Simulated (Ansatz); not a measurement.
Frontier orbitals of `OCC(F)(F)F`.

```xyz
9

O     0.871   -1.252    0.536
C     0.066   -0.591   -0.392
C    -0.185    0.853   -0.007
F     0.936    1.570    0.052
F    -0.770    0.927    1.201
F    -1.002    1.438   -0.889
H     0.408   -1.287    1.378
H     0.590   -0.594   -1.349
H    -0.914   -1.064   -0.530
```

Total charge 0; spin multiplicity 1. The structure was optimised at the PBE0-D4/def2-TZVP level. It is one conformer, not always the lowest. Basis def2-TZVPP, the Gaussian-basis code of Ansatz.

```csv
functional,HOMO (eV),LUMO (eV)
HSE06 (plane-wave form),-8.44,0.48
```

Task: Give HOMO and LUMO (eV) with LDA (SPW92), PBE, revPBE, BLYP, r2SCAN, B97M-V, PBE0, B3LYP, r2SCANh, r2SCAN0, BHLYP, CAM-B3LYP, LC-ωPBE, ωB97X-V, ωB97M-V, HF. (Estimate.)

Result: The calculation gave: 
```tsv
functional	HOMO	LUMO
LDA (SPW92)	-7.25	-0.26
PBE	-7.07	-0.07
revPBE	-6.99	0.02
BLYP	-7.02	-0.12
r2SCAN	-7.47	0.61
B97M-V	-7.62	0.22
PBE0	-8.85	0.85
B3LYP	-8.61	0.44
r2SCANh	-8.14	0.91
r2SCAN0	-9.13	1.31
BHLYP	-10.61	1.48
CAM-B3LYP	-10.40	1.61
LC-ωPBE	-11.72	3.02
ωB97X-V	-11.39	2.82
ωB97M-V	-11.32	2.34
HF	-13.33	3.61
```

B3LYP here is the variant with VWN-RPA as its local correlation; programs differ in this. LC-ωPBE has ω = 0.4 bohr⁻¹. Positive LUMOs are unbound and depend on the basis.
